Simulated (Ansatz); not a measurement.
One change: `CPC` becomes `CP(C)C`.

Ansatz, PBE0-D4/def2-TZVP geometries, multiplicity 1. 

| property | `CPC` |
| --- | --- |
| HOMO energy (B3LYP/def2-TZVPP) / eV | -6.47 |
| ideal-gas entropy at 298 K and 1 bar (rigid rotor, harmonic PBE0-D4/def2-TZVP) / J/(mol·K) | 293 |
| size of the dipole moment (PBE/def2-TZVPP) / D | 1.31 |
| HOMO energy (PBE/def2-TZVPP) / eV | -5.51 |
| HOMO–LUMO gap (PBE0/def2-TZVPP) / eV | 7.44 |
| LUMO energy (PBE0/def2-TZVPP) / eV | 0.79 |

(1) Give the same properties after the change, and the shifts. (Estimate.)

## Answers

(1) Computed: 
```
                                                                                  property  `CP(C)C`  shift
                                                       HOMO energy (B3LYP/def2-TZVPP) / eV     -6.13   0.34
ideal-gas entropy at 298 K and 1 bar (rigid rotor, harmonic PBE0-D4/def2-TZVP) / J/(mol·K)       316     23
                                            size of the dipole moment (PBE/def2-TZVPP) / D      1.22  -0.09
                                                         HOMO energy (PBE/def2-TZVPP) / eV     -5.19   0.32
                                                      HOMO–LUMO gap (PBE0/def2-TZVPP) / eV      7.49   0.05
                                                        LUMO energy (PBE0/def2-TZVPP) / eV      1.18   0.39
```

The zero-point energy changes by 75.2 kJ/mol with +9 modes. Dipoles are sizes alone; their direction can turn.

B3LYP here is the variant with VWN-RPA as its local correlation; programs differ in this.
